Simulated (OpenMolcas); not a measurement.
# C3H3NO (oxazole) at 6 levels

We compute a comparison of 6 runs (B3LYP/6-31G*, B3LYP/def2-SVP, BHLYP/def2-SVP, BLYP/def2-SVP, M06-L/def2-SVP, CCSD(T)/def2-SVP) of C3H3NO (oxazole). 

The results are computed with OpenMolcas 26.06.

1 further run of the same task is left out (set aside as unsound or not needed).

### 1 The molecule

C3H3NO has 8 atoms, charge 0, and is taken as a singlet. As SMILES, `c1cocn1`. The coordinates come from a PBE0-D4/def2-TZVP relaxation.

Bond lengths: C1–C2 1.348 Å, C2–O3 1.358 Å, O3–C4 1.344 Å, C1–N5 1.382 Å, C4–N5 1.285 Å, C1–H6 1.078 Å, C2–H7 1.076 Å, C4–H8 1.079 Å. Some angles: C1–C2–O3 107.9°, C2–C1–N5 109.0°, C2–O3–C4 104.3°, O3–C4–N5 114.7°, C1–N5–C4 104.2°, C1–C2–H7 135.2°, O3–C2–H7 117.0°, C2–C1–H6 129.0°, N5–C1–H6 122.1°, O3–C4–H8 116.9°.

### 2 Energy and forces at B3LYP/6-31G(d) (spherical functions) (run 1)

Input file test.input:

```
&GATEWAY
 BasLib = $CurrDir
 Coord
 8
 angstrom
 C       -0.061900       0.929600       0.395600
 C        1.003400       0.196300       0.014100
 O        0.543600      -0.991000      -0.459600
 C       -0.792200      -0.904500      -0.335200
 N       -1.214100       0.202900       0.162800
 H       -0.086300       1.920900       0.818200
 H        2.069100       0.345200       0.007300
 H       -1.369200      -1.756600      -0.659100
 Basis = 6-31Gs
 Group = NoSym

&SEWARD
 GridInput
 Grid=UltraFine
 End of Grid

&SCF
 KSDFT = B3LYP
 Thresholds = 1e-10 1e-07 1e-07 1e-05
 PrOrbitals = 0

&ALASKA
```

The basis set 6-31G* is read from a file made from the Basis Set Exchange's data (not shown).

Launch:

```
$ export MOLCAS_MEM=1860
$ pymolcas test.input > test.log
```

Log:

```text
--- Start Module: gateway ---
[...]
--- Stop Module: gateway /rc=_RC_ALL_IS_WELL_ ---
[...]
      Basis functions           76
[...]
--- Start Module: scf ---
[...]
       Convergence after  16 Iterations
[...]
::    Total KS-DFT energy                            -246.0645682297
[...]
      Total spin, S                                     0.0000000000
[...]
      Total electronic charge=   36.000000
      Total            charge=   -0.000000
[...]
      Dipole Moment (debye):
      Origin of the operator (angstrom)=   -0.0854   -0.1426   -0.0581
                   X=  1.5218E+00               Y= -1.9916E-01               Z= -1.8471E-01           Total=  1.5458E+00
      Quadrupole Moment (debye*angstrom):
[...]
--- Stop Module: scf /rc=_RC_ALL_IS_WELL_ ---
[...]
--- Start Module: alaska ---
[...]
 *              Molecular gradients               *
 **************************************************
  Irreducible representation: a
 ------------------------------------------------------------------------------------------
                              X                       Y                       Z
 ------------------------------------------------------------------------------------------
  C1                8.61282075206415E-04   -7.18718755906878E-03   -3.10203107719786E-03
  C2               -1.04833687907977E-02   -3.85212452815775E-03   -9.79221822823395E-04
  O3               -8.19858185678690E-03    9.70032915604691E-03    4.69730177203598E-03
  C4                6.83219423900816E-03    9.05104726507844E-03    3.36684588311531E-03
  N5                1.17000291618439E-02   -7.17345546653370E-03   -3.80468181590299E-03
  H6                4.74161563676495E-04   -1.87492839817693E-03   -8.22009870335982E-04
  H7               -1.65731632452548E-03    2.46683629975708E-04    2.14121362509638E-04
  H8                4.71599932347910E-04    1.08963590078570E-03    4.29675568621946E-04
[...]
--- Stop Module: alaska /rc=_RC_ALL_IS_WELL_ ---
[...]
```

Run time: 26 s. Hardware: 1 thread of Intel Xeon 6975P-C (Granite Rapids), shared host; peak memory 0.43 GiB.

### 3 Energy and forces at B3LYP/def2-SVP (run 2)

Input file run.inp:

```
&GATEWAY
  BasLib=$CurrDir
  Coord
  8
  angstrom
  C       -0.061900       0.929600       0.395600
  C        1.003400       0.196300       0.014100
  O        0.543600      -0.991000      -0.459600
  C       -0.792200      -0.904500      -0.335200
  N       -1.214100       0.202900       0.162800
  H       -0.086300       1.920900       0.818200
  H        2.069100       0.345200       0.007300
  H       -1.369200      -1.756600      -0.659100
  Basis=def2-SVP
  Group=NoSym

&SEWARD
  GridInput
  Grid=UltraFine
  End of Grid

&SCF
  KSDFT=B3LYP
  Thresholds=1e-10 1e-07 1e-07 1e-05
  PrOrbitals=1 2

&ALASKA
```

The basis set def2-SVP is read from a file made from the Basis Set Exchange's data (not shown).

Launch:

```
$ export MOLCAS_MEM=1860
$ pymolcas run.inp > run.log
```

Log:

```text
--- Start Module: gateway ---
[...]
--- Stop Module: gateway /rc=_RC_ALL_IS_WELL_ ---
[...]
      Basis functions           85
[...]
--- Start Module: scf ---
[...]
       Convergence after  16 Iterations
[...]
::    Total KS-DFT energy                            -245.8893046170
[...]
      Total spin, S                                     0.0000000000
[...]
      Total electronic charge=   36.000000
      Total            charge=   -0.000000
[...]
      Dipole Moment (debye):
      Origin of the operator (angstrom)=   -0.0854   -0.1426   -0.0581
                   X=  1.4925E+00               Y= -1.9837E-01               Z= -1.8244E-01           Total=  1.5166E+00
      Quadrupole Moment (debye*angstrom):
[...]
--- Stop Module: scf /rc=_RC_ALL_IS_WELL_ ---
[...]
--- Start Module: alaska ---
[...]
 *              Molecular gradients               *
 **************************************************
  Irreducible representation: a
 ------------------------------------------------------------------------------------------
                              X                       Y                       Z
 ------------------------------------------------------------------------------------------
  C1                7.16454948828216E-03   -3.84943015417427E-03   -2.09823622638261E-03
  C2               -7.48466903419853E-03    4.07289454768867E-03    2.18677829741287E-03
  O3               -3.87794745480186E-03    3.31440439971509E-03    1.70383632590720E-03
  C4                1.74984128744704E-03    4.53056780306937E-03    1.78008140440289E-03
  N5                5.83585599750336E-03   -5.71326310500542E-03   -2.79895665164087E-03
  H6               -5.60037163901406E-05   -7.22665158313340E-03   -3.06016380950913E-03
  H7               -7.34082336105946E-03   -1.30197569833912E-03   -6.94552754618716E-05
  H8                4.00919679314127E-03    6.17345379017209E-03    2.35611593537244E-03
[...]
--- Stop Module: alaska /rc=_RC_ALL_IS_WELL_ ---
[...]
```

It took 24 s on 1 thread of Intel Xeon 6975P-C (Granite Rapids), shared host; peak memory 0.47 GiB.

### 4 Energy and gradient at BHLYP/def2-SVP (run 3)

Input file job.input:

```
&GATEWAY
 BasLib
 $CurrDir
 Coord
 8
 angstrom
 C       -0.061900       0.929600       0.395600
 C        1.003400       0.196300       0.014100
 O        0.543600      -0.991000      -0.459600
 C       -0.792200      -0.904500      -0.335200
 N       -1.214100       0.202900       0.162800
 H       -0.086300       1.920900       0.818200
 H        2.069100       0.345200       0.007300
 H       -1.369200      -1.756600      -0.659100
 Basis
 def2-SVP
 Group
 NoSym

&SEWARD
 GridInput
 Grid=UltraFine
 End of Grid

&SCF
 KSDFT
 HYB_GGA_XC_BHANDHLYP
 Thresholds
 1e-10 1e-07 1e-07 1e-05
 PrOrbitals
 1 2

&ALASKA
```

The basis set def2-SVP is read from a file made from the Basis Set Exchange's data (not shown).

Launch:

```
$ export MOLCAS_MEM=1860
$ pymolcas job.input > job.log
```

Log:

```text
--- Start Module: gateway ---
[...]
--- Stop Module: gateway /rc=_RC_ALL_IS_WELL_ ---
[...]
      Basis functions           85
[...]
--- Start Module: scf ---
[...]
       Convergence after  15 Iterations
[...]
::    Total KS-DFT energy                            -245.7445772186
[...]
      Total spin, S                                     0.0000000000
[...]
      Total electronic charge=   36.000000
      Total            charge=   -0.000000
[...]
      Dipole Moment (debye):
      Origin of the operator (angstrom)=   -0.0854   -0.1426   -0.0581
                   X=  1.5053E+00               Y= -1.7283E-01               Z= -1.7247E-01           Total=  1.5250E+00
      Quadrupole Moment (debye*angstrom):
[...]
--- Stop Module: scf /rc=_RC_ALL_IS_WELL_ ---
[...]
--- Start Module: alaska ---
[...]
 *              Molecular gradients               *
 **************************************************
  Irreducible representation: a
 ------------------------------------------------------------------------------------------
                              X                       Y                       Z
 ------------------------------------------------------------------------------------------
  C1                1.71596564257781E-03    3.81855033218770E-03    1.51639807844539E-03
  C2                2.61422631264630E-03    5.95728989908784E-03    2.31816880529223E-03
  O3                9.66896296778685E-03   -1.00744875326164E-02   -4.86667497832904E-03
  C4               -5.06151214895478E-03   -6.14575621801983E-03   -2.30899353785041E-03
  N5               -8.40973830636926E-03    7.74235895799524E-03    3.85216442090996E-03
  H6               -2.96721500824590E-04   -1.51852134855002E-03   -6.19752678741037E-04
  H7               -1.23732513004970E-03   -8.51803373974946E-04   -2.78983152278089E-04
  H8                1.00614216301897E-03    1.07236928388854E-03    3.87673042523629E-04
[...]
--- Stop Module: alaska /rc=_RC_ALL_IS_WELL_ ---
[...]
```

Wall time 23 s (1 thread of Intel Xeon 6975P-C (Granite Rapids), shared host); peak memory 0.47 GiB.

Runs 4 to 5 aren't shown in full; the table further down has their settings and results.

### 5 A single-point energy at CCSD(T)/def2-SVP (run 6)

Changes to run.inp since step 3:

```diff
@@ -1 +1,3 @@
+* C3H3NO CCSD(T)
+
 &GATEWAY
@@ -17,11 +19,25 @@
 &SEWARD
-  GridInput
-  Grid=UltraFine
-  End of Grid
 
 &SCF
-  KSDFT=B3LYP
   Thresholds=1e-10 1e-07 1e-07 1e-05
-  PrOrbitals=1 2
+  PrOrbitals=1 1
 
-&ALASKA
+&RASSCF
+  FileOrb=$Project.ScfOrb
+  Spin=1
+  Nactel=0 0 0
+  Inactive=18
+  Ras2=0
+  OutOrbitals=Canonical
+  OrbListing=NoCore
+
+&MOTRA
+  JobIph
+  Frozen=5
+
+&CCSDT
+  CCT
+  Triples=2
+  Iterations=80
+  Accuracy=1e-08
+  Extrapolation=5 4
```

The basis set def2-SVP is read from a file made from the Basis Set Exchange's data (not shown).

Launch:

```
$ export MOLCAS_MEM=1860
$ pymolcas run.inp > run.log
```

Log:

```text
--- Start Module: gateway ---
[...]
--- Stop Module: gateway /rc=_RC_ALL_IS_WELL_ ---
[...]
      Basis functions           85
[...]
       Convergence after  15 Iterations
[...]
::    Total SCF energy                               -244.4448824617
[...]
      Total spin, S                                     0.0000000000
[...]
      Number of active orbitals                  0
[...]
      Spin quantum number                      0.0
[...]
      Active orbitals                            0
[...]
      Number of CSFs                             1
[...]
      Number of root(s) required                 1
[...]
      Convergence after  4 iterations
[...]
      Natural orbitals and occupation numbers for root  1
      ************************************************************************************************************************
      *                                                    Final results                                                     *
      ************************************************************************************************************************
[...]
::    RASSCF root number  1 Total energy:   -244.44488246
[...]
      Total electronic charge=   36.000000
      Total            charge=   -0.000000
[...]
      Dipole Moment (debye):
      Origin of the operator (angstrom)=   -0.0854   -0.1426   -0.0581
                   X=  1.5005E+00               Y= -1.8133E-01               Z= -1.7581E-01           Total=  1.5217E+00
      Quadrupole Moment (debye*angstrom):
[...]
--- Start Module: motra ---
[...]
      *** WARNING: Default frozen orbitals is overwritten by user input.
      *** Default values:   5
[...]
--- Stop Module: motra /rc=_RC_ALL_IS_WELL_ ---
--- Start Module: ccsdt ---
[...]
      Convergence after                    18  Iterations
      Total energy (diff) :    -245.19554921      -0.00000001
[...]
 METHOD                       : CCSD+T(CCSD)+<T3(1)WT1> = CCSD(T)
[...]
       CCSD     =      -245.1955492118350
[...]
--- Stop Module: ccsdt /rc=_RC_ALL_IS_WELL_ ---
[...]
```

Wall time 54 s (1 thread of Intel Xeon 6975P-C (Granite Rapids), shared host); peak memory 0.47 GiB.

### 6 All runs side by side

```
run                               level      task  integration grid  energy (Eh)  dipole moment (D) of the reference  HOMO energy (eV)  LUMO energy (eV)  wall time
  1  B3LYP/6-31G* (spherical functions)  gradient         UltraFine  -246.064568                                1.55             -6.86              0.10       26 s
  2                      B3LYP/def2-SVP  gradient         UltraFine  -245.889305                                1.52             -7.11             -0.18       24 s
  3                      BHLYP/def2-SVP  gradient         UltraFine  -245.744577                                1.52             -8.28              1.18       23 s
  4                       BLYP/def2-SVP  gradient         UltraFine  -245.818220                                1.49             -6.03             -0.81       27 s
  5                      M06-L/def2-SVP  gradient         UltraFine  -245.857668                                1.53             -6.48             -0.88       33 s
  6                    CCSD(T)/def2-SVP    energy                 –  -245.225090                                1.52             -9.61              4.02       54 s
```

### 7 Outcome

```
                                          quantity          value
                               run 6: total energy  -245.22509 Eh
         run 6: dipole moment (mean-field density)         1.52 D
        run 6: HOMO energy (Hartree–Fock orbitals)       -9.61 eV
        run 6: LUMO energy (Hartree–Fock orbitals)        4.02 eV
      run 6: HOMO–LUMO gap (Hartree–Fock orbitals)       13.63 eV
run 6: correlation energy (5 core orbitals frozen)     -780.2 mEh
                             run 6: (T) correction     -29.54 mEh
```

**Reading.** Over runs 1, 2, 3, 4, 5 the dipole moment (its size) runs from 1.49 D (BLYP/def2-SVP) to 1.55 D (B3LYP/6-31G*). The two ends differ in method and basis. Over runs 1, 2, 3, 4, 5 the HOMO–LUMO gap runs from 5.22 eV (BLYP/def2-SVP) to 9.46 eV (BHLYP/def2-SVP). Totals of different functionals can't be ranked against each other. All runs together took 3.1 min, the longest 54 s.
